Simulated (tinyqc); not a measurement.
Worked calculation: Hueckel theory of the pi electrons with the omega technique, for the molecule C=CC=C[CH2+] (SMILES; centres numbered as the heavy atoms are written). One step of it, computed by the program tinyqc.

Problem. Omega technique, round 1. h_r = h_r(0) + omega q_r, omega = 1, with q_r = z_r - P_rr; 0.3 of the old diagonal is kept.

Hueckel matrix in units of beta (H = alpha + beta A):
```
          1C        2C        3C        4C        5C
1C  0.000000  1.000000  0.000000  0.000000  0.000000
2C  1.000000  0.000000  1.000000  0.000000  0.000000
3C  0.000000  1.000000  0.000000  1.000000  0.000000
4C  0.000000  0.000000  1.000000  0.000000  1.000000
5C  0.000000  0.000000  0.000000  1.000000  0.000000
```

charge and bond-order matrix P:
```
           1C         2C        3C         4C         5C
1C   0.666667   0.788675  0.333333  -0.211325  -0.333333
2C   0.788675   1.000000  0.577350   0.000000  -0.211325
3C   0.333333   0.577350  0.666667   0.577350   0.333333
4C  -0.211325   0.000000  0.577350   1.000000   0.788675
5C  -0.333333  -0.211325  0.333333   0.788675   0.666667
```

Centres:
```
centre  z_r, pi electrons of the neutral centre         h
1C                                            1  0.000000
2C                                            1  0.000000
3C                                            1  0.000000
4C                                            1  0.000000
5C                                            1  0.000000
```

Give: matrix after round 1.

Solution.

matrix after round 1:
```
        1C      2C      3C      4C      5C
1C  0.2333  1.0000  0.0000  0.0000  0.0000
2C  1.0000  0.0000  1.0000  0.0000  0.0000
3C  0.0000  1.0000  0.2333  1.0000  0.0000
4C  0.0000  0.0000  1.0000  0.0000  1.0000
5C  0.0000  0.0000  0.0000  1.0000  0.2333
```
